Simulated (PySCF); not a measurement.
# difluoroacetylene (C2F2): geometry, NMR shifts, spin-spin couplings, electronic excitations and core binding energies

Aim: predict the NMR shifts, spin-spin couplings, electronic excitations and core binding energies of difluoroacetylene (C2F2) (`FC#CF`).

Programs: PySCF 2.14.0, with density-fitted response routines of our own. Each step states its level of theory. These are calculated values for one molecule in the gas phase, unless marked as measured. Atoms are numbered from 0 throughout.

### Step 1. The starting structure

4 atoms, charge 0, multiplicity 1; geometry from: MMFF94s.

Bonds of the start (Å): F0–C1 1.34, C1–C2 1.20, C2–F3 1.34.

### Step 2. Relaxing the molecule at PBE0-D3(BJ)/def2-SVP

What the job is given:

```
{"job": {"xc": "PBE0", "basis": "def2-SVP", "d3": "d3bj", "grid": 1, "kind": "geom"}, "charge": 0, "multiplicity": 1}
F     -1.904387    -0.011707    -0.604298
C     -0.588050    -0.003613    -0.337215
C      0.588048     0.003616    -0.098595
F      1.904389     0.011704     0.168469
```

Output:

```text
step   0  E = -275.25194082  max force = 0.060158
step   1  E = -275.25805575  max force = 0.016829
step   2  E = -275.25880984  max force = 0.010477
step   3  E = -275.25925373  max force = 0.011185
step   4  E = -275.26007223  max force = 0.002688
step   5  E = -275.26012090  max force = 0.001682
step   6  E = -275.26012725  max force = 0.000395
step   7  E = -275.26012748  max force = 0.000061
optimisation converged
```

It took 4.2 s on 1 thread, shared host.

Step by step:

| step | energy from step 0 (eV) | largest force component (eV/Å) |
| --- | --- | --- |
| 0 | 0.0000 | 3.0934 |
| 1 | -0.1664 | 0.8654 |
| 2 | -0.1869 | 0.5387 |
| 3 | -0.1990 | 0.5752 |
| 4 | -0.2213 | 0.1382 |
| 5 | -0.2226 | 0.0865 |
| 6 | -0.2228 | 0.0203 |
| 7 | -0.2228 | 0.0031 |

Distances of close pairs at the start and the end, largest changes first:

| bond | before (Å) | after (Å) | change (Å) |
| --- | --- | --- | --- |
| F0–C1 | 1.343 | 1.279 | -0.065 |
| C2–F3 | 1.343 | 1.279 | -0.065 |
| C1–C2 | 1.200 | 1.196 | -0.004 |

The final coordinates are the input of the step that follows.

| at the end point | value |
| --- | --- |
| point group (found at 0.08 Å tolerance) | D∞h |
| rotational constants (GHz, main isotopes) | 3.550, 3.550 |
| dipole moment (D) | 0.00 |

### Step 3. Nuclear shieldings: PBE0/pcSseg-1

What the job is given:

```
{"job": {"kind": "nmr", "xc": "PBE0", "basis": "pcSseg-1"}, "charge": 0, "multiplicity": 1}
F     -1.417067    -1.172812     0.152235
C     -0.451548    -0.373616    -0.100132
C      0.451545     0.373615    -0.335687
F      1.417070     1.172812    -0.588056
```

With the program's defaults for keys left out, this is: GIAO PBE0/pcSseg-1 NMR shielding, non-relativistic, gas phase.

Output:

```text
coarse grid: 4344 points
cycle   1  E = -275.3860276367  dE =  7.709e-01  |g| = 4.036e-01  |ddm| = 2.062e+00
cycle   2  E = -275.3864240902  dE = -3.965e-04  |g| = 4.004e-01  |ddm| = 5.127e-01
cycle   3  E = -275.4073529067  dE = -2.093e-02  |g| = 1.091e-01  |ddm| = 3.303e-01
cycle   4  E = -275.4091782291  dE = -1.825e-03  |g| = 3.363e-03  |ddm| = 5.608e-02
cycle   5  E = -275.4091804485  dE = -2.219e-06  |g| = 1.468e-03  |ddm| = 3.878e-03
final grid: 45624 points
cycle   6  E = -275.4446626894  dE = -1.228e-05  |g| = 8.850e-04  |ddm| = 9.356e-03
cycle   7  E = -275.4446626844  dE =  4.978e-09  |g| = 9.824e-04  |ddm| = 1.105e-03
cycle   8  E = -275.4446628340  dE = -1.496e-07  |g| = 2.039e-04  |ddm| = 7.295e-04
cycle   9  E = -275.4446628396  dE = -5.628e-09  |g| = 3.078e-05  |ddm| = 1.182e-04
cycle  10  E = -275.4446628398  dE = -1.605e-10  |g| = 6.198e-06  |ddm| = 2.185e-05
converged SCF energy = -275.4446628398

GIAO shielding tensors (ppm)
atom      isotropic    diamagn.    paramagn.     s11        s22        s33       span
  0 F      459.294     471.177     -11.883    444.080    444.082    489.722     45.642
  1 C      132.469     259.900    -127.431     54.609     54.610    288.188    233.579
  2 C      132.469     259.900    -127.432     54.609     54.609    288.188    233.580
  3 F      459.293     471.177     -11.884    444.078    444.080    489.722     45.644
```

Run time: 1.6 s. Hardware: 1 thread, shared host.

The references, computed at this level on geometries of the same kind, shield at (ppm): 13C TMS 184.4, 19F CFCl3 177.2. Their shielding less the atom's gives the shift. The references are single molecules in the gas phase, so shifts against H2O, NH3, PH3, H3PO4 or CFCl3 are not on the usual liquid scales and can be off by tens of ppm. Atoms listed in one row are averaged.

| atoms | environment | σ (ppm) | δ (ppm) | δ scaled to CDCl3 |
| --- | --- | --- | --- | --- |
| C1, C2 | alkyne carbon | 132.5 | 51.9 | 49.9 |
| F0, F3 | fluorine bonded to C | 459.3 | -282.0 | – |

The scaled column applies a straight-line fit of computed shieldings to shifts measured in CDCl3, and one for carbons that bear F (root-mean-square error 0.21 ppm for H, 2.0 ppm for C).

The run also stored atomic charges by several schemes (e):

| atoms | Mulliken | IAO | Hirshfeld | ESP fit |
| --- | --- | --- | --- | --- |
| F0, F3 | -0.18 | -0.17 | -0.01 | -0.01 |
| C1, C2 | 0.18 | 0.17 | 0.01 | 0.01 |

Mayer bond orders: F0–C1 1.07, C1–C2 2.69, C2–F3 1.07.

### Step 4. J couplings: B3LYP/pcJ-1

What the job is given:

```
{"job": {"kind": "j", "xc": "B3LYP", "basis": "pcJ-1"}, "charge": 0, "multiplicity": 1}
F     -1.417067    -1.172812     0.152235
C     -0.451548    -0.373616    -0.100132
C      0.451545     0.373615    -0.335687
F      1.417070     1.172812    -0.588056
```

With the program's defaults for keys left out, this is: B3LYP/pcJ-1 indirect spin-spin coupling, non-relativistic, gas phase.

Output:

```text
coarse grid: 4344 points
cycle   1  E = -275.6905337631  dE =  7.417e-01  |g| = 4.484e-01  |ddm| = 2.086e+00
cycle   2  E = -275.6840057067  dE =  6.528e-03  |g| = 4.930e-01  |ddm| = 5.709e-01
cycle   3  E = -275.7141696009  dE = -3.016e-02  |g| = 1.263e-01  |ddm| = 3.745e-01
cycle   4  E = -275.7165546877  dE = -2.385e-03  |g| = 8.227e-03  |ddm| = 6.300e-02
cycle   5  E = -275.7165681767  dE = -1.349e-05  |g| = 2.803e-03  |ddm| = 6.907e-03
cycle   6  E = -275.7165698513  dE = -1.675e-06  |g| = 1.458e-04  |ddm| = 1.830e-03
final grid: 45624 points
cycle   7  E = -275.7513620590  dE = -9.682e-05  |g| = 2.665e-03  |ddm| = 7.160e-03
cycle   8  E = -275.7513613392  dE =  7.197e-07  |g| = 3.035e-03  |ddm| = 2.837e-03
cycle   9  E = -275.7513626216  dE = -1.282e-06  |g| = 6.960e-04  |ddm| = 2.109e-03
cycle  10  E = -275.7513626874  dE = -6.581e-08  |g| = 4.752e-05  |ddm| = 3.739e-04
cycle  11  E = -275.7513626878  dE = -4.088e-10  |g| = 1.062e-05  |ddm| = 3.476e-05
converged SCF energy = -275.7513626878

Indirect spin-spin couplings (Hz)
  i      j    bonds     total        FC       PSO       DSO        SD
  0 F    1 C    1   -377.740  -342.248   -20.925     0.619   -15.186
  0 F    2 C    2     54.290     9.813    15.410    -0.673    29.741
  0 F    3 F    3     43.726     5.740   -20.450    -1.830    60.265
  1 C    2 C    1    440.284   409.005    17.053     0.317    13.909
  1 C    3 F    2     54.286     9.811    15.408    -0.673    29.741
  2 C    3 F    1   -377.745  -342.256   -20.923     0.619   -15.185
```

It took 2.4 s on 1 thread, shared host.

Couplings of 1 Hz or more, nine at most for each number of bonds, with means over like pairs (isotopes 13C, 19F):

| pair | bonds | J (Hz) | Fermi contact (Hz) | measured size |
| --- | --- | --- | --- | --- |
| C1–C2 | 1 | 440.3 | 409.0 | – |
| F0–C1 | 1 | -377.7 | -342.3 | 287.3 |
| F0–C2 | 2 | 54.3 | 9.8 | 28.7 |
| F0–F3 | 3 | 43.7 | 5.7 | 2.1 |

Measured values: Jessen and Sauer, arXiv:2312.00705; CC3 and CCSD from Faber, Sauer, Gauss 2017.

### Step 5. Excited states and response: PBE0/def2-SVPD

What the job is given:

```
{"job": {"kind": "uv", "xc": "PBE0", "basis": "def2-SVPD", "ip": true}, "charge": 0, "multiplicity": 1}
F     -1.417067    -1.172812     0.152235
C     -0.451548    -0.373616    -0.100132
C      0.451545     0.373615    -0.335687
F      1.417070     1.172812    -0.588056
```

Method: TDDFT PBE0/def2-SVPD, vertical, gas phase, core orbitals frozen in the response.

Output:

```text
coarse grid: 4344 points
cycle   1  E = -275.2178094160  dE =  7.510e-01  |g| = 3.697e-01  |ddm| = 3.237e+00
cycle   2  E = -275.2206507609  dE = -2.841e-03  |g| = 3.396e-01  |ddm| = 6.114e-01
cycle   3  E = -275.2368281615  dE = -1.618e-02  |g| = 1.092e-01  |ddm| = 3.054e-01
cycle   4  E = -275.2388053600  dE = -1.977e-03  |g| = 2.554e-03  |ddm| = 6.472e-02
cycle   5  E = -275.2388066981  dE = -1.338e-06  |g| = 4.578e-04  |ddm| = 4.853e-03
final grid: 45624 points
cycle   6  E = -275.2748020766  dE = -9.057e-06  |g| = 1.823e-03  |ddm| = 5.740e-02
cycle   7  E = -275.2748016118  dE =  4.648e-07  |g| = 2.515e-03  |ddm| = 3.634e-03
cycle   8  E = -275.2748027281  dE = -1.116e-06  |g| = 2.388e-04  |ddm| = 1.760e-03
cycle   9  E = -275.2748027374  dE = -9.323e-09  |g| = 3.458e-05  |ddm| = 5.678e-04
cycle  10  E = -275.2748027377  dE = -2.926e-10  |g| = 5.398e-06  |ddm| = 6.219e-05
converged SCF energy = -275.2748027377

Static polarisability (au): isotropic 23.482, principal 18.201 18.201 34.044

Singlet excitations
state   eV       nm        f      main configurations
  1   7.0685    175.4   0.04986   H->L 0.98
  2   7.0685    175.4   0.04987   H-1->L 0.98
  3   7.2038    172.1   0.00000   H->L+1 0.98
  4   7.2039    172.1   0.00000   H-1->L+1 0.98
  5   7.9282    156.4   0.00000   H->L+2 0.42, H-1->L+3 0.42
  6   8.2165    150.9   0.00000   H-1->L+3 0.47, H->L+2 0.47
  7   8.2165    150.9   0.00000   H-1->L+2 0.47, H->L+3 0.47
  8  10.1924    121.6   0.00000   H->L+6 0.48, H-1->L+5 0.48
  9  10.1925    121.6   0.00000   H->L+5 0.48, H-1->L+6 0.48
 10  10.2083    121.5   0.00000   H->L+4 0.94

Triplet excitations (Tamm-Dancoff, eV): 6.2185 6.2185 6.3920 6.6993
Vertical ionisation energy (delta-SCF) = 11.2236 eV
```

It took 3.3 s on 1 thread, shared host.

The orbitals next to the gap, with their largest atomic shares:

| orbital | eV | atoms |
| --- | --- | --- |
| HOMO−3 | -14.63 | F3 44 %, F0 44 %, C2 6 % |
| HOMO−2 | -14.63 | F3 44 %, F0 44 %, C2 6 % |
| HOMO−1 | -8.30 | C2 37 %, C1 37 %, F0 13 % |
| HOMO | -8.30 | C2 37 %, C1 37 %, F0 13 % |
| LUMO | 0.27 | C2 42 %, C1 42 %, F3 8 % |
| LUMO+1 | 0.46 | C1 28 %, C2 28 %, F0 22 % |
| LUMO+2 | 2.26 | C2 35 %, C1 35 %, F0 15 % |

With each of the 10 states as a Gaussian band of 0.4 eV half-width at 1/e, the curve within the window shown has maxima at 175 nm (ε 4,000) L/(mol cm). Beyond the last state computed it falls off for lack of states. The curve at chosen wavelengths:

nm, ε (L/mol/cm) and a bar:
```
      118          0 
      121          0 
      124          0 
      127          0 
      130          0 
      133          0 
      136          0 
      138          0 
      141          0 
      144          0 
      147          0 
      150          1 
      153          5 
      156         32 
      159        145 #
      162        474 ####
      165       1163 #########
      168       2197 ################
      171       3279 ########################
      173       3799 ############################
      176       4024 ##############################
      179       3563 ###########################
      182       2684 ####################
      185       1747 #############
      188        997 #######
      191        505 ####
```

Further results of this job:

| property | computed |
| --- | --- |
| dipole moment (D) | 0.00 |
| polarisability (Å³) | 3.48 |
| HOMO–LUMO gap (eV) | 8.58 |
| −ε(HOMO) (eV) | 8.30 |

### Step 6. NMR shieldings: wB97X-D/pcSseg-2

What the job is given:

```
{"job": {"kind": "nmr", "xc": "wB97X-D", "basis": "pcSseg-2", "pop": false}, "charge": 0, "multiplicity": 1}
F     -1.417067    -1.172812     0.152235
C     -0.451548    -0.373616    -0.100132
C      0.451545     0.373615    -0.335687
F      1.417070     1.172812    -0.588056
```

With the program's defaults for keys left out, this is: GIAO wB97X-D/pcSseg-2 NMR shielding, non-relativistic, gas phase.

Output:

```text
coarse grid: 4344 points
cycle   1  E = -275.7444966052  dE =  7.931e-01  |g| = 5.010e-01  |ddm| = 1.967e+00
cycle   2  E = -275.7564847883  dE = -1.199e-02  |g| = 4.306e-01  |ddm| = 3.827e-01
cycle   3  E = -275.7805367061  dE = -2.405e-02  |g| = 9.673e-02  |ddm| = 1.791e-01
cycle   4  E = -275.7817805327  dE = -1.244e-03  |g| = 7.056e-03  |ddm| = 3.340e-02
cycle   5  E = -275.7817961510  dE = -1.562e-05  |g| = 1.757e-03  |ddm| = 8.934e-03
cycle   6  E = -275.7817969628  dE = -8.118e-07  |g| = 3.639e-04  |ddm| = 1.640e-03
final grid: 45624 points
cycle   7  E = -275.7808928863  dE = -1.068e-04  |g| = 7.773e-03  |ddm| = 3.324e-02
cycle   8  E = -275.7808927472  dE =  1.392e-07  |g| = 8.140e-03  |ddm| = 8.020e-03
cycle   9  E = -275.7809009361  dE = -8.189e-06  |g| = 7.252e-04  |ddm| = 2.850e-03
cycle  10  E = -275.7809010482  dE = -1.120e-07  |g| = 1.824e-04  |ddm| = 5.748e-04
cycle  11  E = -275.7809010611  dE = -1.288e-08  |g| = 2.912e-05  |ddm| = 1.911e-04
cycle  12  E = -275.7809010615  dE = -4.793e-10  |g| = 5.084e-06  |ddm| = 4.610e-05
converged SCF energy = -275.7809010615

GIAO shielding tensors (ppm)
atom      isotropic    diamagn.    paramagn.     s11        s22        s33       span
  0 F      462.527     462.628      -0.101    448.831    448.839    489.911     41.080
  1 C      132.189     266.557    -134.368     54.312     54.312    287.943    233.632
  2 C      132.189     266.556    -134.368     54.311     54.312    287.943    233.632
  3 F      462.526     462.627      -0.101    448.830    448.838    489.911     41.081
```

It took 4.6 s on 1 thread, shared host.

This run: δ C1 52.2, F0 -276.1 ppm (means over like atoms).

### Step 7. X-ray photoelectron lines: SCAN, X2C

What the job is given:

```
{"job": {"kind": "xps"}, "charge": 0, "multiplicity": 1}
F     -1.417067    -1.172812     0.152235
C     -0.451548    -0.373616    -0.100132
C      0.451545     0.373615    -0.335687
F      1.417070     1.172812    -0.588056
```

Method: delta-SCF UKS SCAN, pcX-2 on the ionised atom, pcseg-1 elsewhere, spin-free X2C.

Output:

```text
ground state, core basis on atom 0 (F), 87 functions
  cycle   1  E = -275.84084674  |g| = 4.46e-01
  cycle   2  E = -275.82611536  |g| = 5.62e-01
  cycle   3  E = -275.86467265  |g| = 1.52e-01
  cycle   4  E = -275.86821915  |g| = 4.90e-02
  cycle   5  E = -275.86873559  |g| = 1.80e-02
  cycle   6  E = -275.86881534  |g| = 3.38e-03
  cycle   7  E = -275.86881811  |g| = 1.10e-03
  cycle   8  E = -275.86881757  |g| = 3.61e-04
  E(ground) = -275.86641479 Eh
hole in F 1s of atom 0
  cycle   1  E = -249.42792895  |g| = 2.58e+00
  cycle   2  E = -248.52022131  |g| = 2.45e+00
  cycle   3  E = -249.44905358  |g| = 1.29e+00
  cycle   4  E = -250.14920769  |g| = 5.71e-01
  cycle   5  E = -250.29086444  |g| = 1.64e-01
  cycle   6  E = -250.29920190  |g| = 9.46e-02
  cycle   7  E = -250.30230448  |g| = 1.47e-02
  cycle   8  E = -250.30239398  |g| = 3.88e-03
  cycle   9  E = -250.30240334  |g| = 9.63e-04
  cycle  10  E = -250.30240597  |g| = 6.05e-04
  cycle  11  E = -250.30240703  |g| = 3.66e-04
  E(ion) = -250.30682118 Eh   <S^2> = 0.7569   hole on atom = 1.000   binding energy = 695.512 eV
ground state, core basis on atom 1 (C), 87 functions
  cycle   1  E = -275.83146161  |g| = 1.12e-01
  cycle   2  E = -275.82736903  |g| = 1.79e-01
  cycle   3  E = -275.83264249  |g| = 3.42e-02
  cycle   4  E = -275.83269602  |g| = 3.13e-02
  cycle   5  E = -275.83292653  |g| = 2.13e-03
  cycle   6  E = -275.83292654  |g| = 4.08e-04
  E(ground) = -275.82934446 Eh
hole in C 1s of atom 1
  cycle   1  E = -264.48563255  |g| = 1.51e+00
  cycle   2  E = -263.26088302  |g| = 2.19e+00
  cycle   3  E = -264.80795373  |g| = 7.48e-01
  cycle   4  E = -264.99046888  |g| = 3.14e-01
  cycle   5  E = -265.01713787  |g| = 1.86e-01
  cycle   6  E = -265.02827163  |g| = 4.69e-02
  cycle   7  E = -265.02898172  |g| = 2.80e-02
  cycle   8  E = -265.02942597  |g| = 8.05e-03
  cycle   9  E = -265.02959204  |g| = 4.88e-03
  cycle  10  E = -265.02967169  |g| = 1.17e-03
  cycle  11  E = -265.02967389  |g| = 2.32e-04
  E(ion) = -265.02663318 Eh   <S^2> = 0.8307   hole on atom = 1.000   binding energy = 293.957 eV
```

Run time: 3.2 s. Hardware: 1 thread, shared host.

The holes in one table. −ε is the ground-state orbital energy:

| hole | stands for | environment | ΔSCF (eV) | −ε (eV) | ⟨S²⟩ |
| --- | --- | --- | --- | --- | --- |
| F1s on F0 | F0, F3 | fluorine bonded to C | 695.51 | 669.1 | 0.757 |
| C1s on C1 | C1, C2 | alkyne carbon | 293.96 | 276.4 | 0.831 |

Each hole run stands for the others of its class of like atoms.

### Step 8. Comparing the runs: NMR shifts

Shifts (ppm), means over like atoms, with basis size and wall time:

| run | C1 | F0 | functions | time |
| --- | --- | --- | --- | --- |
| PBE0/pcSseg-1 | 51.9 | -282.0 | 68 | 1.6 s |
| wB97X-D/pcSseg-2 | 52.2 | -276.1 | 144 | 4.6 s |

### Step 9. Outcome

| quantity | value |
| --- | --- |
| point group | D∞h |
| rotational constants (main isotopes) | 3.55, 3.55 GHz |
| 13C shifts against TMS (PBE0/pcSseg-1, means over atoms taken as alike) | 51.9 ppm |
| 19F shifts against CFCl3 (PBE0/pcSseg-1, means over atoms taken as alike) | -282.0 ppm |
| largest coupling of the table (B3LYP/pcJ-1) | 1J(C,C) C1–C2, 440.3 Hz |
| lowest singlet (PBE0/def2-SVPD) | 7.07 eV (175 nm), f = 0.050 |
| brightest single state of those computed | state 2, 7.07 eV, f = 0.050 |
| lowest triplet | 6.22 eV |
| vertical ionisation energy (ΔSCF) | 11.22 eV |
| F1s binding energies, SCAN/pcX-2 | F0 695.51 eV |
| C1s binding energies, SCAN/pcX-2 | C1 293.96 eV |
| range of the shift of F0 | -282.0 to -276.1 ppm |

What this shows: The optimisation took 7 steps and gained 0.223 eV; among the close pairs (by a distance rule), F0–C1 changed most, from 1.343 to 1.279 Å. At PBE0/pcSseg-1: The largest span, 234 ppm, is at C1, C2, where the paramagnetic term is -127 ppm. In the run at B3LYP/pcJ-1, the largest coupling of the table is C1–C2, 440.3 Hz, of which the Fermi-contact term gives 409.0 Hz. Density functionals describe couplings to fluorine poorly, F–F couplings above all, so those rows are rough. The 3 measured couplings differ from the computed sizes by 52.6 Hz on average; vibrational averaging and surroundings are not included. The first singlet state (HOMO→LUMO 0.98) lies at 7.07 eV and is weak; of the 10 states computed, the strongest absorption comes from states 1 to 2 together at 7.07 eV. The lowest triplet lies 0.85 eV below the lowest singlet (triplets in Tamm-Dancoff, singlets in full TDDFT). The orbital energy would give 8.30 eV for ionisation, ΔSCF gives 11.22 eV. In ppm, F0 (with its like atoms) moves most: its shift spreads over 5.9 ppm, from -282.0 (PBE0/pcSseg-1) to -276.1 (wB97X-D/pcSseg-2).
